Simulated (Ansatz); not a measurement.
Z-matrix (Å, degrees):
```
C
F 1 1.3263
F 1 1.3263 2 109.48
F 1 1.3264 2 109.46 3 119.99
F 1 1.3264 2 109.47 4 120.00
```
Charge 0, multiplicity 1.

Calculation: Ansatz (a first-principles code) with frozen-core CCSD(T)/def2-TZVPP // B3LYP-D3(BJ)/def2-TZVP.

```
Quantity                       Result
----------------------  -------------
HF energy               -435.83782 Ha
MP2 correlation energy    -1.14457 Ha
```

Problem. Estimate the CCSD correlation energy, the (T) correction, the total energy and the T1 diagnostic.

Solution. 
| Property | Value |
|---|---|
| CCSD correlation energy | -1.14619 Ha |
| (T) correction | -0.03508 Ha |
| CCSD(T) total energy | -437.01908 Ha |
| T1 diagnostic | 0.011 |
